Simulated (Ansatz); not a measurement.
Energy on a grid of two coordinates

C3O2 (SMILES O=C=C=C=O), closed shell, PBE0-D4/def2-TZVP minimum:

O1  (0.309, -2.067, 1.253)
C2  (0.166, -1.090, 0.653)
C3  (0.009, -0.015, -0.008)
C4  (-0.147, 1.061, -0.669)
O5  (-0.288, 2.037, -1.270)
(Å)

Rows set the bond length C3–C4 (Å; 1.272 at the minimum), columns the bond length O1–C2 (Å; 1.155), set in this order; the parts move rigidly, in a bend the first-named atom's side turns in the plane, and in a torsion the whole end group turns. CCSD(T) energies count from the value at that structure, in kJ/mol. Ansatz 0.2.0; basis: def2-TZVPP; cores frozen in the correlated methods.

| C3–C4 \ O1–C2 | 1.017 | 1.075 | 1.161 | 1.261 | 1.371 | 1.491 | 1.618 |
| --- | --- | --- | --- | --- | --- | --- | --- |
| 1.145 | 227.0 | 127.9 | 83.5 | 121.9 | 218.0 | 344.7 | 477.3 |
| 1.182 | 185.8 | 86.0 | 40.5 | ? | 172.9 | 298.6 | 430.3 |
| 1.236 | 154.6 | ? | 6.8 | 42.6 | ? | 260.4 | 390.8 |
| 1.300 | 151.3 | 49.3 | 0.8 | 34.8 | 126.4 | 249.0 | 377.9 |
| 1.370 | 177.4 | 74.1 | 23.8 | 55.9 | 145.7 | 266.4 | 393.6 |
| 1.446 | 228.6 | 124.1 | 71.9 | 102.1 | 189.9 | 308.6 | 434.1 |
| 1.526 | 298.2 | 192.4 | 138.4 | 166.6 | ? | 369.1 | 492.7 |

Task: Fill in the withheld cells. (An estimate is asked for; the value comes from the calculation.)

Result: The calculation gives: (1.182, 1.261): 77.9; (1.236, 1.075): 53.7; (1.236, 1.371): 136.1; (1.526, 1.371): 252.4 kJ/mol. These count from the CCSD(T) energy at the PBE0-D4 minimum.

The same grid for a cheaper method: HF − CCSD(T), both counted from the minimum, in kJ/mol:
```tsv
C3–C4 \ O1–C2	1.017	1.075	1.161	1.261	1.371	1.491	1.618
1.145	-74.6	-49.7	-13.5	25.9	62.9	89.9	96.5
1.182	-69.1	-44.7	-9.0	29.6	65.8	92.0	97.9
1.236	-61.0	-37.1	-2.3	35.3	70.2	95.3	100.4
1.300	-51.3	-28.0	5.8	42.2	75.8	99.6	103.8
1.370	-40.6	-18.0	14.7	49.8	82.1	104.5	107.7
1.446	-29.3	-7.4	24.2	58.0	88.8	109.8	111.9
1.526	-18.0	3.2	33.6	66.1	95.5	115.0	116.0
```

The T1 diagnostic stays at or below 0.046. The T1 diagnostic is large here, which may signal multireference character or strong orbital relaxation, so CCSD(T) is less sure. The restricted Hartree–Fock reference is unstable towards an unrestricted one here.

For scale, one of the runs: CCSD(T)/def2-TZVPP, 155 basis functions (an equivalent command: `ansatz run in.yaml --threads 2`). Time: 36 s of wall clock on 2 CPU threads; the host was shared. Peak host memory: 1.2 GiB.
